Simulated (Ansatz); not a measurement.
Cost and result for the atomization energy of C2H4FNOS, SMILES `NC(F)(S)C=O` (10 atoms, 9 bonds).

Z-matrix (Å, degrees):
```
C
F 1 1.376
S 1 1.822 2 109.8
N 1 1.403 2 114.2 3 120.3
C 1 1.526 2 109.1 3 -115.0
H 3 1.343 1 94.1 2 -43.9
H 4 1.011 1 112.2 2 -62.4
H 4 1.012 1 112.2 2 62.5
O 5 1.194 1 123.9 2 11.1
H 5 1.108 1 112.5 2 -170.8
```

Charge 0, multiplicity 1. The structure was optimised at the PBE0-D4/def2-TZVP level. It is one conformer, not always the lowest. Program: Ansatz. All runs use 4 threads of an Arm Neoverse V1 on a shared host. Times are those of one run each, without the atoms' runs, and a repeat can differ threefold. Electronic energies, without spin–orbit coupling; frozen cores. CCSD(T)/CBS adds CCSD(T) − MP2 in def2-TZVPP to the MP2 limit, and its time is that of the two runs behind it. T1 = 0.014. B3LYP takes the VWN-RPA correlation (the form of Gaussian; ORCA's B3LYP/G).

CCSD(T)/CBS is a level of theory with its own doubt, some kJ/mol a heavy atom from the limit and from the frozen cores, so smaller differences don't rank the functionals.

```csv
level,functions,wall time
PBE-D4/def2-TZVPP (with forces),253,2.7 s
PBE0-D4/def2-TZVPP,253,3 s
B3LYP-D4/def2-TZVPP (with forces),253,4.6 s
r2SCAN-D4/def2-TZVPP (with forces),253,4.8 s
B2PLYP/def2-TZVPP,253,6 s
ωB97X-V/def2-TZVPP,253,8 s
ωB97M-V/def2-TZVPP (with forces),253,12 s
MP2/def2-QZVPP,475,26 s
CCSD(T)/def2-TZVPP,253,3.5 min
CCSD(T)/CBS(def2),–,4 min
```

Task: What atomization energy does each give, and how far from CCSD(T)/CBS? (An estimate is asked.)

Result: Computed: 
```json
{"level": "PBE-D4/def2-TZVPP (with forces)", "atomization (kJ/mol)": "4002.6", "difference from CCSD(T)/CBS": "179.6", "per bond": "20.0"}
{"level": "PBE0-D4/def2-TZVPP", "atomization (kJ/mol)": "3856.9", "difference from CCSD(T)/CBS": "33.9", "per bond": "3.8"}
{"level": "B3LYP-D4/def2-TZVPP (with forces)", "atomization (kJ/mol)": "3826.9", "difference from CCSD(T)/CBS": "3.9", "per bond": "0.4"}
{"level": "r2SCAN-D4/def2-TZVPP (with forces)", "atomization (kJ/mol)": "3844.8", "difference from CCSD(T)/CBS": "21.8", "per bond": "2.4"}
{"level": "B2PLYP/def2-TZVPP", "atomization (kJ/mol)": "3781.7", "difference from CCSD(T)/CBS": "-41.3", "per bond": "-4.6"}
{"level": "ωB97X-V/def2-TZVPP", "atomization (kJ/mol)": "3850.6", "difference from CCSD(T)/CBS": "27.6", "per bond": "3.1"}
{"level": "ωB97M-V/def2-TZVPP (with forces)", "atomization (kJ/mol)": "3856.1", "difference from CCSD(T)/CBS": "33.1", "per bond": "3.7"}
{"level": "MP2/def2-QZVPP", "atomization (kJ/mol)": "3891.1", "difference from CCSD(T)/CBS": "68.1", "per bond": "7.6"}
{"level": "CCSD(T)/def2-TZVPP", "atomization (kJ/mol)": "3697.3", "difference from CCSD(T)/CBS": "-125.7", "per bond": "-14.0"}
{"level": "CCSD(T)/CBS(def2)", "atomization (kJ/mol)": "3823.0", "difference from CCSD(T)/CBS": "0.0", "per bond": "0.0"}
```

In def2-TZVPP, CCSD(T) changes the Hartree–Fock value by +1197.9 kJ/mol (the triples alone add +89.0 kJ/mol) and MP2 by +1317.7 kJ/mol; breaking electron pairs costs correlation energy, which Hartree–Fock lacks. From PBE to PBE0 (25 % exact exchange), in def2-TZVPP and without D4, the atomization energy moves by −142.0 kJ/mol: exact exchange takes away binding that semilocal exchange gives to molecules. The D4 term adds +36.4 kJ/mol with B3LYP and +18.9 kJ/mol with PBE0; it sums over pairs of atoms, weighted by their polarisabilities, and B3LYP, whose exchange is more repulsive, gets the larger term.
